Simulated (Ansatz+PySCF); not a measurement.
The numbers below are computed, except where a source is named.
## Ansatz (development build ahead of 0.2.0) run

```yaml
crystal:
  periodic: [false, false, false]
  atoms:
    - { symbol: "N", position_ang: [0.0, 0.0, 0.0] }
    - { symbol: Na, position_ang: [1.17619, 1.56825, 3.39537] }
basis:
  gaussian: { orbitals: STO-3G }
total_charge: 1
magnetization:
  initial_magnetization: 3
hamiltonian:
  xc: hf
correlation:
  method: ccsd_t
  frozen_orbitals: { "N": 1, Na: 1 }
scf:
  omitted_lower_state_checks: [stability, starts, atomic_configurations, cluster_reference, orbital_swaps, given_window_search, neighbouring_geometries, increment]
```

The input is written out in the form of the current development build from the run's settings. Correlation on restricted open-shell orbitals is semicanonical, with singles.

The run gave:

* Converged: yes
* Reference energy: -213.50411 hartree
* CCSD correlation energy: -0.03912 hartree
* Triples correction: -0.00164 hartree
* Total energy: -213.54487 hartree
* Spin squared of the determinant: 3.750
* T1 diagnostic: 0.005
* Largest doubles amplitude: 0.03
* Occupied orbitals by symmetry in an Abelian subgroup (alpha; beta): 6 A1 2 B1 2 B2; 5 A1 1 B1 1 B2
